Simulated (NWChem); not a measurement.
System: water (H2O); SMILES O

```xyz
3

O      0.0000     0.0000     0.1226
H      0.7577     0.0000    -0.4905
H     -0.7577     0.0000    -0.4905
```
Atoms are numbered in this order, from 1.

The geometry was optimised at PBE-D3(BJ)/def2-SVP.

Symmetry labels are those of C2v in the frame above (b1 and b2, or b-type labels, depend on it).

List the 4 lowest vertical singlet excitations from Hartree-Fock/aug-cc-pVDZ, TDHF (NWChem).


```
state  energy (eV)  oscillator strength  symmetry  leading excitation (squared amplitude)
-----  -----------  -------------------  --------  --------------------------------------
S1            8.52                0.047        b2                      HOMO → LUMO (0.68)
S2           10.20                0.000        a2                    HOMO → LUMO+1 (0.62)
S3           10.96                0.107        a1                    HOMO−1 → LUMO (0.71)
S4           12.07                0.007        b2                    HOMO → LUMO+2 (0.72)
```
